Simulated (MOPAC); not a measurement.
MOPAC input (AM1):

```
AM1 PRECISE GNORM=0.05 LET XYZ GEO-OK AUX(PRECISION=9) THREADS=1
CH2O2

O    -1.03161242 1   -0.43547658 1   -0.01906221 1
C     0.00415137 1    0.42058817 1    0.00392352 1
O     1.15861150 1    0.10574915 1    0.01788813 1
H    -0.66969788 1   -1.33749408 1   -0.02206250 1
H    -0.37120299 1    1.45178455 1    0.00791402 1
```

Output:

```
 *******************************************************************************
 **                                                                           **
 **                              MOPAC v23.2.5                                **
 **                                                                           **
 *******************************************************************************
 ** MOPAC's Digital Object Identifier: https://doi.org/10.5281/zenodo.6511958 **
 **                                                                           **
 ** Please cite the open-source release paper for use of this MOPAC version:  **
 ** J. E. Moussa and J. J. P. Stewart (2026)                                  **
 ** MOPAC: An open-source semiempirical molecular orbital program             **
 ** J. Open Source Softw., 11(119), 8025, https://doi.org/10.21105/joss.08025 **
 *******************************************************************************

                              AM1 CALCULATION RESULTS

 *******************************************************************************
 *  AM1        - The AM1 Hamiltonian to be used
 *  GEO-OK     - OVERRIDE INTERATOMIC DISTANCE AND OTHER SAFETY CHECKS
 *  LET        - OVERRIDE SOME SAFETY CHECKS
 *  PRECISE    - TIGHTER CRITERIA TO BE USED
 *  XYZ        - CARTESIAN COORDINATE SYSTEM TO BE USED
 *  GNORM      - EXIT WHEN GRADIENT NORM DROPS BELOW 0.050
 *  AUX        - OUTPUT AUXILIARY INFORMATION
 *******************************************************************************
AM1 PRECISE GNORM=0.05 LET XYZ GEO-OK AUX(PRECISION=9) THREADS=1
 CH2O2

   ATOM   CHEMICAL          X               Y               Z
  NUMBER   SYMBOL      (ANGSTROMS)     (ANGSTROMS)     (ANGSTROMS)

     1       O         -1.03161242  *  -0.43547658  *  -0.01906221  *
     2       C          0.00415137  *   0.42058817  *   0.00392352  *
     3       O          1.15861150  *   0.10574915  *   0.01788813  *
     4       H         -0.66969788  *  -1.33749408  *  -0.02206250  *
     5       H         -0.37120299  *   1.45178455  *   0.00791402  *

          CARTESIAN COORDINATES

    NO.       ATOM           X           Y           Z

     1         O         -1.0316     -0.4355     -0.0191
     2         C          0.0042      0.4206      0.0039
     3         O          1.1586      0.1057      0.0179
     4         H         -0.6697     -1.3375     -0.0221
     5         H         -0.3712      1.4518      0.0079

  H: (AM1): M.J.S. DEWAR ET AL, J. AM. CHEM. SOC. 107 3902-3909 (1985)
  C: (AM1): M.J.S. DEWAR ET AL, J. AM. CHEM. SOC. 107 3902-3909 (1985)
  O: (AM1): M.J.S. DEWAR ET AL, J. AM. CHEM. SOC. 107 3902-3909 (1985)

           Empirical Formula: C H2 O2  =     5 atoms

      MOLECULAR POINT GROUP   :   Cs

      RHF CALCULATION, NO. OF DOUBLY OCCUPIED LEVELS = 9

          Geometry optimization using EF

          DIAGONAL MATRIX USED AS START HESSIAN

 CYCLE:     1  GRAD.:   131.819 HEAT: -93.99248
 CYCLE:     2  GRAD.:   470.405 HEAT: -50.49421
 CYCLE:     3  GRAD.:   128.580 HEAT: -92.12567
 CYCLE:     4  GRAD.:   437.171 HEAT: -78.33987
 CYCLE:     5  GRAD.:   187.926 HEAT: -91.10376
 CYCLE:     6  GRAD.:   235.198 HEAT: -78.48016
 CYCLE:     7  GRAD.:    73.377 HEAT: -95.63096
 CYCLE:     8  GRAD.:   200.025 HEAT: -84.86015
 CYCLE:     9  GRAD.:    76.188 HEAT: -95.82579
 CYCLE:    10  GRAD.:   150.422 HEAT: -90.35867
 CYCLE:    11  GRAD.:    23.124 HEAT: -97.29769
 CYCLE:    12  GRAD.:    20.064 HEAT: -97.33054
 CYCLE:    13  GRAD.:     2.164 HEAT: -97.41372
 CYCLE:    14  GRAD.:     0.862 HEAT: -97.41514
 CYCLE:    15  GRAD.:     0.120 HEAT: -97.41545
 CYCLE:    16  GRAD.:     0.031 HEAT: -97.41547

     GRADIENT =  0.03137 IS LESS THAN CUTOFF =  0.05000

 -------------------------------------------------------------------------------
 AM1 PRECISE GNORM=0.05 LET XYZ GEO-OK AUX(PRECISION=9) THREADS=1
 CH2O2

     GEOMETRY OPTIMISED USING EIGENVECTOR FOLLOWING (EF).
     SCF FIELD WAS ACHIEVED

                              AM1 CALCULATION
                                                       MOPAC v23.2.5 Linux

          FINAL HEAT OF FORMATION =        -97.41547 KCAL/MOL =    -407.58632 KJ/MOL

          COSMO AREA              =         71.39 SQUARE ANGSTROMS
          COSMO VOLUME            =         52.80 CUBIC ANGSTROMS

          GRADIENT NORM           =          0.03137          =       0.01403 PER ATOM
          IONIZATION POTENTIAL    =         11.820117 EV
          HOMO LUMO ENERGIES (EV) =        -11.820  0.958
          NO. OF FILLED LEVELS    =          9
          MOLECULAR WEIGHT        =         46.0256         POINT GROUP:  Cs

          MOLECULAR DIMENSIONS (Angstroms)

            Atom       Atom       Distance
            H     5    H     4     2.86481
            O     3    O     1     2.10399
            C     2    O     1     0.00000

          SCF CALCULATIONS        =         17

   ATOM   CHEMICAL          X               Y               Z
  NUMBER   SYMBOL      (ANGSTROMS)     (ANGSTROMS)     (ANGSTROMS)

     1       O         -1.00658281  *  -0.44970399  *  -0.01882742  *
     2       C         -0.01234930  *   0.47358501  *   0.00416934  *
     3       O          1.14737520  *   0.06313886  *   0.01733271  *
     4       H         -0.63867863  *  -1.34845898  *  -0.02171030  *
     5       H         -0.40021616  *   1.50625390  *   0.00799068  *

                             CARTESIAN COORDINATES

   1    O       -1.006582807    -0.449703985    -0.018827424
   2    C       -0.012349305     0.473585008     0.004169342
   3    O        1.147375198     0.063138862     0.017332714
   4    H       -0.638678625    -1.348458980    -0.021710297
   5    H       -0.400216158     1.506253900     0.007990677

           Empirical Formula: C H2 O2  =     5 atoms

      MOLECULAR POINT GROUP   :   Cs

                  EIGENVALUES
 -40.62244 -36.77242 -24.87822 -18.96186 -18.12627 -16.19330 -14.67939 -12.58317
 -11.82012   0.95761   2.28298   3.84026   5.09995   6.44174

              NET ATOMIC CHARGES AND DIPOLE CONTRIBUTIONS

  ATOM NO.   TYPE          CHARGE      No. of ELECS.   s-Pop       p-Pop
    1          O          -0.324458        6.3245     1.86040     4.46406
    2          C           0.260503        3.7395     1.26669     2.47281
    3          O          -0.357110        6.3571     1.91388     4.44323
    4          H           0.241787        0.7582     0.75821
    5          H           0.179279        0.8207     0.82072
 DIPOLE           X         Y         Z       TOTAL
 POINT-CHG.    -1.501     0.916    -0.014     1.759
 HYBRID         0.130    -0.361    -0.001     0.384
 SUM           -1.372     0.555    -0.015     1.480

          ATOMIC ORBITAL ELECTRON POPULATIONS

     Atom    s        px        py        pz
    1  O   1.86040   1.40146   1.20913   1.85348
    2  C   1.26669   0.83902   0.91837   0.71542
    3  O   1.91388   1.22053   1.79169   1.43101
    4  H   0.75821
    5  H   0.82072

 **********************
 *                    *
 * JOB ENDED NORMALLY *
 *                    *
 **********************

 == MOPAC DONE ==
```
